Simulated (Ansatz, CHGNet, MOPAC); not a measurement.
# Equilibrium lattice constant a of litharge PbO: levels of theory against measurement

Reference value: 3.975 Å (measured, room temperature, no zero-point or thermal correction, our sources range from 3.964 to 3.975; as tabulated in Canepa et al. (2012), arXiv:1204.2842).

| level (code) | value (Å) | difference (%) |
|---|---|---|
| PM7 semi-empirical Hartree-Fock (MOPAC) | 3.693 | -7.09 |
| CHGNet 0.3.0 | 4.045 | +1.76 |
| LDA (Ansatz) | 3.944 | -0.78 |
| PBE (Ansatz) | 4.056 | +2.04 |
| PBE-D3(BJ) (Ansatz) | 4.034 | +1.48 |
| r²SCAN+rVV10 (Ansatz) | 3.979 | +0.10 |
| HSE06 (Ansatz) | 3.980 | +0.13 |

Leaving aside PM7 semi-empirical Hartree-Fock (MOPAC) (doubt noted below), CHGNet 0.3.0 (doubt noted below): The reference is not for a static lattice or low temperature, so close values are not ranked against it. Off by more than 1.25 %, or 1.75 % on the side where a correction would as a rule narrow the miss (bounds picked here): PBE (+2.04 %), PBE-D3(BJ) (+1.48 %).

The measured value isn't corrected to a static lattice, so vibrations enter the comparison.  Density-functional levels without +SOC have no spin–orbit coupling. PM7 semi-empirical Hartree-Fock (MOPAC), CHGNet 0.3.0: the cell has another shape than the first-principles one, perhaps another minimum in the same group. PM7 semi-empirical Hartree-Fock (MOPAC): the method was fitted mainly to molecules. PM7 semi-empirical Hartree-Fock (MOPAC): the run uses a supercell at the zone centre in place of a k mesh. CHGNet 0.3.0: the cell moved over 20 % in volume from its start. LDA: LDA has no dispersion term either, though it tends to give short spacings of layers, chains or molecules. PBE: for a layered or molecular solid the relaxed cell lies over 5 % above the published volume, where the minimum can be shallow. PBE, HSE06: the cell comes from a level without a dispersion term, which matters for the spacing of layers, chains or molecules. PBE-D3(BJ): a distance lies near a switch of the dispersion term, which can move the cell. Cutoffs and k meshes differ between the levels. Ansatz's density-functional and Hartree–Fock values are scalar-relativistic unless marked +SOC, with PAW data made under PBE.

Machine-learned potentials (CHGNet 0.3.0) are trained on DFT data: a solid inside that data is no test of them.

Differences are worked out from the printed values.

Ansatz is a quantum-chemistry and plane-wave program.
